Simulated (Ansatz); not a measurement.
A nudged elastic band was laid between two geometries of CH₃OSi (6 atoms, charge 1, multiplicity 1).

Computed with RKS B3LYP-D4/def2-SVP (Ansatz 0.2.0).

```
movable images  : 8
climbing image  : no
spring          : 5.0 eV/Å²
optimiser       : quadratic models (default)
start path      : IDPP
force threshold : 0.05 eV/Å
iteration limit : 60
end points      : relaxed
```

First end point:

```xyz
6
Properties=species:S:1:pos:R:3
C -0.863 -0.701 -1.037
Si 0.077 0.392 -0.036
O 0.706 -0.251 1.283
H -1.782 -1.170 -1.406
H 0.385 1.712 -0.609
H 1.478 0.018 1.805
```

Last end point:

```xyz
6
Properties=species:S:1:pos:R:3
C -0.915 -0.721 -0.781
Si 0.123 0.517 -0.129
O 1.105 0.272 1.107
H -1.735 -1.386 -1.067
H 0.201 1.792 -0.846
H 1.222 -0.474 1.716
```

Question: What changes between the two ends?

Answer: No bond is made or broken. The dihedral H5–Si2–O3–H6 goes from -13 to 179°.

Question: What energy profile does the band end with?

Answer: The run converged. The highest image is number 5 of 0 to 9, 0.046 eV above the first end and 0.069 eV above the last; the last end lies 0.023 eV below the first. No image climbed, so the highest image needn't sit at the top of the path. Limits of this set-up: the dipole of an ion depends on the origin.

```json
{"image": "0", "path coordinate (Å)": "0.00", "energy (eV)": "0.000", "dihedral H5–Si2–O3–H6 (°)": "-13"}
{"image": "1", "path coordinate (Å)": "0.15", "energy (eV)": "0.004", "dihedral H5–Si2–O3–H6 (°)": "-27"}
{"image": "2", "path coordinate (Å)": "0.29", "energy (eV)": "0.015", "dihedral H5–Si2–O3–H6 (°)": "-43"}
{"image": "3", "path coordinate (Å)": "0.44", "energy (eV)": "0.029", "dihedral H5–Si2–O3–H6 (°)": "-61"}
{"image": "4", "path coordinate (Å)": "0.58", "energy (eV)": "0.043", "dihedral H5–Si2–O3–H6 (°)": "-82"}
{"image": "5", "path coordinate (Å)": "0.72", "energy (eV)": "0.046", "dihedral H5–Si2–O3–H6 (°)": "-104"}
{"image": "6", "path coordinate (Å)": "0.86", "energy (eV)": "0.031", "dihedral H5–Si2–O3–H6 (°)": "-126"}
{"image": "7", "path coordinate (Å)": "1.00", "energy (eV)": "0.007", "dihedral H5–Si2–O3–H6 (°)": "-146"}
{"image": "8", "path coordinate (Å)": "1.14", "energy (eV)": "-0.015", "dihedral H5–Si2–O3–H6 (°)": "-165"}
{"image": "9", "path coordinate (Å)": "1.28", "energy (eV)": "-0.023", "dihedral H5–Si2–O3–H6 (°)": "179"}
```

Question: What is the geometry of the highest image?

Answer: 
```xyz
6
Properties=species:S:1:pos:R:3
C -0.914 -0.734 -0.832
Si 0.089 0.492 -0.114
O 0.758 0.200 1.298
H -1.678 -1.422 -1.204
H 0.253 1.755 -0.842
H 1.492 -0.292 1.694
```

The band took 17 iterations and of the order of 4 core-minutes.

The run took 3.8 min on 1 thread of Intel(R) Xeon(R) Platinum 8259CL CPU @ 2.50GHz (Skylake/Cascade Lake), with other jobs on the host, peak memory 0.14 GiB.
